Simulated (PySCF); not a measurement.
# SH under electron impact: the energy ladder

PBE in PySCF with def2-TZVPPD on every atom, for the lowest determinant that a PBE0 search found; no spin–orbit coupling.

```csv
species,state (unpaired electrons),Re (Å),ωe (cm⁻¹),energy of the minimum from the neutral (eV),De (eV),dissociates to
SH,doublet (π ↑),1.356,2615,0.00,3.83,H + S
SH⁺,triplet (π ↑↑),1.382,2460,10.38,3.88,H + S⁺
SH⁻,singlet (closed shell),1.356,2586,-2.33,3.99,H + S⁻
```

Q: Work out the lowest energy to break SH into atoms, from its vibrational ground state.

A: D0 = De − ωe/2 = 3.83 − 0.16 = 3.67 eV (PBE/def2-TZVPPD).

Q: Work out the ionisation energy of the S atom at this level and the threshold of dissociative ionisation.

A: IE(S) = 10.38 + 3.88 − 3.83 = 10.43 eV, so H + S⁺ + e⁻ appears at D0 + IE(S) = 14.10 eV (PBE/def2-TZVPPD). The measured IE(S) is 10.36 eV (NIST ASD).

Q: Work out the electron affinity of the S atom and the threshold of dissociative attachment.

A: EA(S) = 3.83 − 3.99 − (-2.33) = 2.17 eV, so H + S⁻ needs D0 − EA(S) = 1.50 eV (PBE/def2-TZVPPD). The measured EA(S) is 2.077 eV.

These are thermodynamic thresholds; the onsets seen under electron impact lie higher where the geometry changes, and cross-sections peak well above them.

For an ion De counts to the pair picked by the measured ionisation energies or electron affinities, which need not be the lowest pair at this level. The highest Kohn–Sham level is positive in this anion. Much of that is self-interaction error, but it also means that the finite basis helps to hold the extra electron. States were picked by a PBE0 search and need not be the measured ground states.
